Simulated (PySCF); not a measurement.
# C4H8O2 (4-hydroxybutanal): the cost of one run

Computed with PySCF 2.14.0 and routines of our own; the level stands in each step. Atoms count from 0.

## Step 1: The system as given

14 atoms, charge 0, multiplicity 1; geometry from: GFN2-xTB.

## Step 2: Magnetic properties: GIAO B97-2/pcSseg-1

What the job is given:

```
{"job": {"kind": "mag", "xc": "B97-2", "basis": "pcSseg-1", "isotopologues": 2}, "charge": 0, "multiplicity": 1}
O     -1.769785     0.902949    -1.080420
C     -1.837791    -0.070149    -0.385008
C     -0.929279    -0.401021     0.762110
C      0.229343     0.583273     0.906644
C      1.328066     0.277875    -0.115242
O      1.868937    -1.014211     0.043401
H     -2.630669    -0.829729    -0.542289
H     -0.541598    -1.411842     0.606210
H     -1.545333    -0.425492     1.665289
H      0.644654     0.522296     1.916081
H     -0.131630     1.598596     0.739689
H      0.912937     0.301436    -1.124448
H      2.119110     1.037443    -0.046439
H      2.282361    -1.071895     0.912280
```

With the program's defaults for keys left out, this is: GIAO B97-2/pcSseg-1 magnetisability, rotational g tensor and spin-rotation constants, non-relativistic, gas phase.

Launch:

```sh
$ OMP_NUM_THREADS=1 python excited_run.py task.json out
```

One launch serves the whole session: the jobs run in the order shown.

**Question.** How long does this first job take on 1 thread of Arm Neoverse V1, shared host, and how much memory does it need?

About 19 s, with a peak of 0.71 GiB.
